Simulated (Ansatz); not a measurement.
Antiferromagnetic bcc Cr, treated with PBE0 (Ansatz, a program for electronic structure, PAW).

Excerpt of the program's output:

```
WARN output.stress: scf.exx.energy_threshold = 1e-6 eV is looser than the 2e-8 eV advised for a stress under a hybrid functional (1e-8 eV for each atom of the …
Crystal: 2 atoms, lattice volume = 24.010 Å³
Basis set: ecut = 460 eV, 515 PW (Γ), exchange–correlation on 48×48×48 points (8 copies of the dense FFT grid, shifted against one another)
Bands: 20, of which v1, the nominal top of the filled ones, is band 14 counted from 1 (13 counted from 0)
Symmetry: 48 space group operations
Space group: Pm-3m (ITA 221), of the structure as read, at distance tolerance 2.9e-5 Å
k-points: 56 of 1000
Initial density: superposition of atomic densities (chi_scale 0.1, normalization cell)
Functional: x = pbe(κ = 0.804, μ = 0.2195149727645171), c = pbe(β = 0.06672455060314922), warm-up for x = 0.75 pbe(κ = 0.804, μ = 0.2195149727645171) + 0.25 exact, c = pbe(β = 0.06672455060314922)
SCF 1 converged in 18 iterations: F = -6755.498068 eV  dr2 = 2.73e-11
Crystal: 2 atoms, lattice volume = 24.010 Å³
Initial density: handed on by an earlier stage of this run
Functional: x = 0.75 pbe(κ = 0.804, μ = 0.2195149727645171) + 0.25 exact, c = pbe(β = 0.06672455060314922)
SCF 2 converged in 11 iterations: F = -6752.428164 eV  dr2 = 1.18e-12
Crystal: 2 atoms, lattice volume = 24.010 Å³
  ...
Crystal: 2 atoms, lattice volume = 24.010 Å³
SCF 4 converged in 9 iterations: F = -6753.330293 eV  dr2 = 5.06e-12
Crystal: 2 atoms, lattice volume = 24.010 Å³
SCF 5 converged in 9 iterations: F = -6753.444189 eV  dr2 = 1.65e-12
Crystal: 2 atoms, lattice volume = 24.010 Å³
SCF 6 converged in 9 iterations: F = -6753.479568 eV  dr2 = 3.56e-12
Crystal: 2 atoms, lattice volume = 24.010 Å³
SCF 7 converged in 7 iterations: F = -6753.491143 eV  dr2 = 9.63e-11
Crystal: 2 atoms, lattice volume = 24.010 Å³
SCF 8 converged in 7 iterations: F = -6753.494289 eV  dr2 = 1.95e-10
Crystal: 2 atoms, lattice volume = 24.010 Å³
Crystal: 2 atoms, lattice volume = 24.010 Å³
Crystal: 2 atoms, lattice volume = 24.010 Å³
SCF 11 converged in 7 iterations: F = -6753.495634 eV  dr2 = 7.72e-11
hybrid outer 10: dexx = +1.019e-8 eV, tail = 3.26e-10 eV, magnetization grown 1.0091 times (not accepted), Δε = 3.50e-4 eV (about 2.96e-5 eV left of the loop's levels)
Crystal: 2 atoms, lattice volume = 24.010 Å³
SCF 12 converged in 2 iterations: F = -6753.495634 eV  dr2 = 8.68e-11
Magnetization: 0.0000 μB (14.0000 up, 14.0000 down)
Free energy (F): -6753.495634 eV
Internal energy: -6753.495621 eV  (E = F + TS)
E sigma→0 (E₀):  -6753.495628 eV
Fermi energy:    19.298452 eV
--- Forces (eV/Å), atoms counted from 1 ---
  atom   1  Cr    -0.00000000     0.00000000    -0.00000000
  atom   2  Cr     0.00000000    -0.00000000     0.00000000
--- Stress (GPa, compression-positive) ---
       24.401109       0.000000       0.000000
        0.000000      24.401109       0.000000
        0.000000       0.000000      24.401109
  P = ⅓ Tr σ = 24.4011 GPa (244.011 kbar)
```

### Question
Write an input file that could have produced this run (the log leaves some choices open).

### Answer
One answer among several that fit: 
Ansatz 0.2 input:
```yaml
crystal:
  lattice:
    - [2.8849, 0.0, 0.0]
    - [0.0, 2.8849, 0.0]
    - [0.0, 0.0, 2.8849]
  atoms:
    - { symbol: Cr, position: [0.0, 0.0, 0.0], spin: 1.5 }
    - { symbol: Cr, position: [0.5, 0.5, 0.5], spin: -1.5 }
basis:
  ecutwfc: 460
  ecutrho_ratio: 4
  xc_grid: 2
kpoints:
  mp_grid: { grid: [10, 10, 10] }
hamiltonian:
  xc: pbe0
  dispersion: none
  pseudopotentials: { kind: paw }
scf:
  occupations: { method: fermi_dirac, width: 0.05 }
  convergence: { dr2_threshold: 0.0000000002 }
output:
  forces: true
  stress: true
  eigenvalues: true
magnetization:
  spin_polarized: true
```

The PAW data were made under PBE.

The run is spin-polarised with opposed starting moments, which need not be the measured order.

Note: the commensurate order stands in for chromium's spin-density wave, and the size of the moments varies much between levels. Note: cell and atoms aren't relaxed at this level (pressure 24.4 GPa).
